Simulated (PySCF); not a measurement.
Electron affinity of H by level of theory

H⁻ 1s2 (1S) → H 1s1 (2S), as a difference of total energies. Calculation: PySCF 2.14, in x2c-QZVPPall with one added diffuse shell each of s, p, d type (5s4p3d1f, 39 functions); scalar relativity by spin-free X2C-1e. Correlated levels: valence: nothing frozen. The calculations carry no spin-orbit coupling.

```
           method  electron affinity (eV)  error (eV)
              UHF                  -0.337      -1.091
    MP2 (valence)                   0.443      -0.311
SCS-MP2 (valence)                   0.600      -0.154
   CCSD (valence)                   0.719      -0.035
```

Reference: 0.754 eV (measured; photodetachment measurements, as compiled on the Wikipedia data page of electron affinities).

Errors of the correlated levels include the incompleteness of this basis.

A negative affinity means that the anion lies above the atom at that level of theory.

With two correlated electrons CCSD is exact in that space.
